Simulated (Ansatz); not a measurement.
# SiNHCl+ (singlet): from Hartree-Fock to the top rungs, cc-pVDZ

The task here is to estimate one member of a computed series from the others.

Method: cc-pVDZ, core rule «outside noble gas», up to 11 orbitals frozen; program: Ansatz 0.2.0, Gaussian basis.

The runs, in order: UHF; CCSD(T) on RHF; CCSD(T) on UHF; BCCD(T) on RHF; CISD; CCSDT(Q) on RHF; CCSDT(Q) on UHF.

5 further runs of the same task are left out: 5 set aside as unsound or not needed.

## The geometry

The geometry is a PBE0/def2-TZVP stationary point (not a proven minimum) of the parent state, kept for this charge and spin.

4 atoms, charge 1, spin multiplicity 1.

Atoms are counted from 1 here; the program's logs count them from 0.

Bond lengths: Cl1–Si2 2.020 Å, Si2–N3 1.633 Å, Si2–H4 1.476 Å. Angles: Cl1–Si2–N3 125.1°, Cl1–Si2–H4 111.1°, N3–Si2–H4 123.8°.

Set-up of the first run:

in.yaml

```yaml
crystal:
  periodic: [false, false, false]
  atoms:
    - {symbol: Cl, position_ang: [0.000000, -0.138445, 1.293984]}
    - {symbol: Si, position_ang: [0.000000, 0.413775, -0.649194]}
    - {symbol: N, position_ang: [0.000000, -0.614810, -1.917065]}
    - {symbol: H, position_ang: [0.000000, 1.883691, -0.784690]}
basis:
  gaussian: {orbitals: cc-pVDZ}
total_charge: 1
magnetization: {spin_polarized: true, initial_magnetization: 0}
hamiltonian: {xc: hf}
output: {orbitals: {seedname: orbitals}}
```

Launch:

```console
ansatz run in.yaml --threads 1 --pin off --events-out ev --progress --plain --max-ram 3968MiB --backend cpu
```

Among the steps run: UHF; CCSD(T) on RHF; CCSD(T) on UHF; BCCD(T) on RHF; CISD; CCSDT(Q) on RHF; CCSDT(Q) on UHF.

One of the session's tables, all rows but one given; the rest of the session is left out.

```
   method  from RCCSDT(Q) (meV)
      RHF              +10536.6
      UHF               +9218.1
     RMP2               +1768.2
     UMP2                     ?
     CISD               +1618.6
    RCCSD                +446.9
    UCCSD                -267.0
 RCCSD(T)                +111.7
 UCCSD(T)                -636.4
  BCCD(T)                +109.0
   RCCSDT                 +44.3
   UCCSDT                -999.5
RCCSDT(Q)                     0
UCCSDT(Q)               -1100.9
```

Q: Estimate the row for UMP2 from the others.

The run gave: from RCCSDT(Q) (meV): +1016.3. In the column «from RCCSDT(Q) (meV)» it lies between RCCSD (+446.9) and CISD (+1618.6).

To keep in mind: The determinant is far from a pure spin state, so its energy mixes those of several spin states (harmless only where they are near-degenerate, as at dissociation). The program flags UCCSD(T), UCCSDT(Q) as in doubt, so those rows may rest on another solution; read them beside their warnings. Warnings: restricted reference is unstable; spin contamination; large T1 diagnostic. Restricted and unrestricted rows rest on different reference determinants; where their highest levels disagree by more than a few hundredths of an eV, they describe different states and don't form one ladder.
